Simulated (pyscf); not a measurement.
Structures and frequencies: ωB97X-D3(BJ)/def2-SVP in PySCF. MP2 and CC: frozen core, UHF for open shells. ΔMP2 is the change of the MP2 total energy from the triple- to the quadruple-zeta basis.

PBE/def2-TZVP puts the barrier of `[P]#[P]` + `[PH3]` → `[PH]=[P][PH2]` (addition across a multiple bond or ene-type step; singlet surface; H–P broken, P–P, H–P formed) at 21.1 kcal/mol and the reaction energy at -12.4 kcal/mol, from the separated reactants. What do r²SCAN/def2-TZVP, B3LYP-D3(BJ)/def2-TZVP, CCSD(T)/def2-TZVPP + ΔMP2(QZVPP) give on the same structures?

r²SCAN: ΔE‡ = 24.6 kcal/mol, ΔE = -12.2 kcal/mol; B3LYP-D3(BJ): ΔE‡ = 28.5 kcal/mol, ΔE = -10.6 kcal/mol; CCSD(T): ΔE‡ = 33.9 kcal/mol, ΔE = -6.2 kcal/mol. PBE's barrier lies under all of them, by 3.6 to 12.8 kcal/mol. Its reaction energy lies under all of them, by 0.3 to 6.3 kcal/mol. Low barriers are usual for a GGA, whose delocalisation error favours stretched bonds. One saddle was located; it need not be the lowest between these sides. The CCSD(T) − MP2 part came from Ansatz, without density fitting, on the same reference.
